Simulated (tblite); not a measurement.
# CH2N2O: the cost of one run

Computed with tblite 0.8.0 and PySCF 2.14.0; each step states its level. No surroundings beyond the atoms listed, unless a continuum is named. Atoms count from 0, parts from 1.

## 1. The system as given

6 atoms, charge 0, multiplicity 1; geometry: rigid parts in contact. Parts: 1 = atoms 0–3, `C=O`, charge 0; 2 = atoms 4–5, `N#N`, charge 0.

## 2. Docking the parts with GFN2-xTB

What the job is given:

```
{"job": {"kind": "dock", "xc": "GFN2-xTB", "basis": "xTB"}, "charge": 0, "multiplicity": 1, "parts": [{"atoms": "0-3", "charge": 0, "multiplicity": 1}, {"atoms": "4-5", "charge": 0, "multiplicity": 1}]}
C      0.000804    -0.000113     0.000005
O      1.171381    -0.225231    -0.017869
H     -0.760902    -0.797836     0.017105
H     -0.411283     1.023179     0.000758
N      2.017449     0.150184    -2.620420
N      1.313239     0.888601    -3.026522
```

With the program's defaults for keys left out, this is: GFN2-xTB search for minima from random contacts, gas phase.

The run is started by

```console
$ OMP_NUM_THREADS=1 python cluster_run.py task.json out
```

One launch serves the whole session: the jobs run in the order shown.

Q: Estimate the wall time of this first job on 1 thread of AMD EPYC 9R45, shared host.

About 2.7 s.
